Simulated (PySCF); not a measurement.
**Molecular orbitals of SiCl⁺**

PBE0 at R = 1.958 Å; Si def2-TZVPPD, Cl def2-TZVPPD; no relativity (PySCF 2.14). State: ³Π (triplet), unpaired electrons σ ↑, π ↑, a second solution, started from another occupation. Only the outer orbitals are listed, counted within each symmetry.

```csv
spin,orbital,occ.,ε (eV),on Si (%),main shells (%)
α,7σ,1,-31.36,10,88 Cl s
α,8σ,1,-21.89,55,"54 Si s, 35 Cl p, 9 Cl s"
α,9σ,1,-17.66,62,"36 Cl p, 31 Si p, 30 Si s"
α,3π,1,-17.51,16,"84 Cl p, 13 Si p"
α,3π,1,-17.38,13,"86 Cl p, 10 Si p"
α,4π,1,-12.60,87,"84 Si p, 12 Cl p"
α,4π,0,-10.35,88,"87 Si p, 9 Cl p"
α,10σ,0,-6.72,84,"53 Si p, 26 Si d, 10 Cl p"
α,11σ,0,-4.18,103,"101 Si s, 9 Cl d"
β,7σ,1,-30.82,11,87 Cl s
β,8σ,1,-20.34,42,"47 Cl p, 37 Si s, 10 Cl s"
β,3π,1,-17.27,11,88 Cl p
β,3π,1,-16.95,9,90 Cl p
β,9σ,0,-13.24,78,"57 Si s, 22 Cl p, 20 Si p"
β,4π,0,-8.96,88,89 Si p
β,4π,0,-8.05,88,88 Si p
```

Question: Which are the highest filled and the lowest empty level, where do they sit, and how wide is the gap?

Answer: Highest filled α 4π at -12.60 eV (in %: 84 Si p, 12 Cl p); lowest empty β 9σ at -13.24 eV (in %: 57 Si s, 22 Cl p, 20 Si p); the gap at PBE0 is -0.64 eV.

| Item | Value |
| --- | --- |
| bond order (Mayer) | 1.61 |
| ⟨S²⟩ | 2.005 |
| charge on Si (Mulliken, basis-dependent) | 0.83 |
| charge on Si (Löwdin, basis-dependent) | 0.63 |
| dipole moment (positive dipole points towards Cl; it is taken about the centre of mass and depends on that origin) | -3.56 D |

Shares are Mulliken populations and can fall outside 0 to 100 %.

Counting both spins, an empty level lies below a filled one in this solution, because spin and occupation are held.
